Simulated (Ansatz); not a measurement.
# HO−: energies up the ladder

Aim: energies up the ladder, for HO−, with the cost of each level. Charge -1.

Method: the levels named in each step, in Ansatz 0.2.0.

## (1) The structure to begin with

Bond lengths: O1–H2 0.979 Å.

Coordinates:

```xyz
2

O     0.0000    0.0000    0.0000
H     0.0000    0.0000    0.9788
```

## (2) A rough first relaxation, PBE-D4/def2-SVPD

Input file input.yaml:

```yaml
crystal:
  periodic: [false, false, false]
  atoms:
    - { symbol: O, position_ang: [0.0, 0.0, 0.0] }
    - { symbol: H, position_ang: [0.0, 0.0, 0.97884] }
total_charge: -1
basis:
  gaussian: { orbitals: def2-SVPD }
hamiltonian:
  xc: pbe
  dispersion: d4
relax:
  f_tol: 0.03
  max_steps: 200
```

Command:

```sh
ansatz run input.yaml --threads 1 --pin off --max-ram 2560MiB --backend cpu --events-out ev --progress --plain --runs-dir out
```

Further steps of the session: Relaxation, PBE0-D4/def2-TZVPPD; Frequencies, PBE0-D4/def2-TZVPPD; Single point, PBE-D4/def2-TZVPPD; Single point, r2SCAN-D4/def2-TZVPPD; Single point, B3LYP-D4/def2-TZVPPD; Single point, wB97M-V/def2-TZVPPD; Single point, B2PLYP/def2-TZVPPD; Single point, LDA/def2-TZVPPD; Single point, PBE0-D4/def2-SVPD; Single point, PBE-D4/def2-SVPD; Single point, CCSD(T)/def2-TZVPPD; Single point, CCSD(T)/def2-QZVPPD.

Q: Predict the outcome of this session. Wanted: O1–H2 at PBE0-D4/def2-TZVPPD; frequencies at PBE0-D4/def2-TZVPPD; energy at CCSD(T)/CBS.

As calculated:

| quantity | value |
| --- | --- |
| O1–H2 at PBE0-D4/def2-TZVPPD | 0.961 Å |
| frequencies at PBE0-D4/def2-TZVPPD | 3828 cm⁻¹ |
| energy at CCSD(T)/CBS | -2061.044 eV |

What this shows: No mode is imaginary, so the geometry is a minimum. These totals serve in differences with atoms or fragments at the same level; alone they don't rank the methods. A T1 diagnostic of 0.024 (charge -1) lies over the usual mark for one of the runs, a hint of some multireference character there.
